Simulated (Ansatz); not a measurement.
# NS (charge -1): composite energy at a relaxed geometry from a Python script

A script is to give a composite energy at a relaxed geometry; the system is NS (charge -1).

All numbers are computed with Ansatz 0.2.0 through its Python package. The levels of theory stand in the script.

**1. Starting point**

Bond lengths: S1–N2 1.740 Å.

No structure file is read: the coordinates are typed or built in the script.

**2. The script**

run_composite.py reads:

```python
'''Relax NS(-) cheaply, then refine its energy.'''

import ansatz as az
from ase import Atoms
import numpy as np


def main() -> None:
    atoms = Atoms(['S', 'N'], positions=[
        (0.0, 0.0, 0.0),
        (0.0, 0.0, 1.74),
    ])
    system = az.Crystal.molecule_from_ase(atoms)

    calculation = (
        system.calculation()
        .basis(gaussian='def2-SVP')
        .functional('B3LYP')
        .charge(-1)
        .spin('collinear', total=2)
    )
    symbols = [site.symbol for site in system.cartesian_sites]
    start = np.array([site.position_ang for site in system.cartesian_sites], dtype=float)
    rep = calculation.relax(force_tolerance=0.01).run().report
    end = np.array(rep['positions_ang'])
    print('final positions (A) and the move of each atom')
    for symbol, xyz, old in zip(symbols, end, start):
        print(f'{symbol:2s} {xyz[0]:10.5f} {xyz[1]:10.5f} {xyz[2]:10.5f}   {np.linalg.norm(xyz - old):7.4f}')

    minimum = az.Crystal.molecule()
    for symbol, place in zip(symbols, end):
        minimum = minimum.atom(symbol, place.tolist())
    at_minimum = minimum.calculation().charge(-1).spin('collinear', total=2)
    # MP2 extrapolated to the basis limit, plus the small-basis difference CCSD(T) - MP2
    level = lambda method, basis: at_minimum.basis(gaussian=basis).correlation(method).run().report
    small, large, cluster = level('mp2', 'cc-pVDZ'), level('mp2', 'cc-pVTZ'), level('ccsd_t', 'cc-pVDZ')
    corr = lambda each: (each['free_energy_ev'] - each['reference_energy_ev']) / 27.211386246
    mp2_limit = (27 * corr(large) - 8 * corr(small)) / 19
    pieces = {'HF / cc-pVTZ': large['reference_energy_ev'] / 27.211386246, 'MP2 correlation, DZ-TZ limit': mp2_limit, 'CCSD(T) - MP2 / cc-pVDZ': corr(cluster) - corr(small)}
    for name, value in pieces.items():
        print(f'{name:32s} {value:14.6f} Ha')
    print(f'{"sum":32s} {sum(pieces.values()):14.6f} Ha')
    print('T1 diagnostic', round(cluster['correlation']['coupled_cluster']['t1_diagnostic'], 4))


if __name__ == '__main__':
    main()
```

**3. The calls as engine input**

The engine receives this input (first run):

```yaml
crystal:
  periodic: [false, false, false]
  atoms:
    - { symbol: S, position_ang: [0.0, 0.0, 0.0] }
    - { symbol: "N", position_ang: [0.0, 0.0, 1.74] }
basis:
  gaussian:
    orbitals: def2-SVP
hamiltonian:
  xc: b3lyp
magnetization:
  spin_polarized: true
  initial_magnetization: 2.0
total_charge: -1.0
relax:
  f_tol: 0.01
```

**4. Running it**

Command:

```console
> python run_composite.py
```

What it wrote:

```text
final positions (A) and the move of each atom
S    -0.00000   -0.00000    0.05716    0.0572
N     0.00000    0.00000    1.68284    0.0572
HF / cc-pVTZ                        -451.984706 Ha
MP2 correlation, DZ-TZ limit          -0.358766 Ha
CCSD(T) - MP2 / cc-pVDZ               -0.035918 Ha
sum                                 -452.379390 Ha
T1 diagnostic 0.036
```

It took 5.8 s on 1 thread of Arm Neoverse V1, shared host; peak memory 0.17 GiB.

**5. Path of the relaxation of run 0**

Relaxation path:

```
step  E - E(step 1) (eV)  largest force component (eV/Å)
   1              0.0000                          2.6337
   2             -0.1074                          1.7205
   3             -0.1615                          0.6195
   4             -0.1672                          0.0349
   5             -0.1672                          0.0009
```

Step 1 is the start.

Before: Bond lengths: S1–N2 1.740 Å.

After: Bond lengths: S1–N2 1.626 Å.

Run 0 is this relaxation; the runs after it count from 1.

**6. What each run gave**

One row for each of the 3 runs:

| run | basis | method | energy (eV) | <S²> | iterations in all | CPU time (s) |
| --- | --- | --- | --- | --- | --- | --- |
| 1 | cc-pVDZ | mp2 | -12304.5936 | 2.03 | 16 | 0.18 |
| 2 | cc-pVTZ | mp2 | -12307.9574 | 2.05 | 18 | 0.35 |
| 3 | cc-pVDZ | ccsd_t | -12305.5710 | 2.03 | 24 | 0.64 |

**7. Summary of results**

| quantity | value |
| --- | --- |
| T1 diagnostic | 0.036 |
| composite energy | -452.379390 Ha |
| runs compared | 3 |

In words: All 3 runs converged, in 16 to 24 cycles. A T1 diagnostic under about 0.02 supports a single-reference treatment; this one lies above (open shells tolerate somewhat more). Run 0: After 4 moves the largest shift is 0.057 Å. Notes:
- The sum leaves out core correlation, relativity, the Hartree-Fock basis error and zero-point energy; a DZ-TZ extrapolation is rough.
- The species is open-shell (spin multiplicity 3).
- b3lyp holds the VWN-RPA fit, as in Gaussian; the form of ORCA and Turbomole is b3lyp5.
- Inner cores stay frozen, so this is valence correlation.
- For Al to Cl the sets with a tight d function, cc-pV(X+d)Z, are usual.
- The spin state was assumed, and another may lie lower.
- An extrapolation from small basis sets is rough.
- Anions want diffuse functions, which this basis lacks.
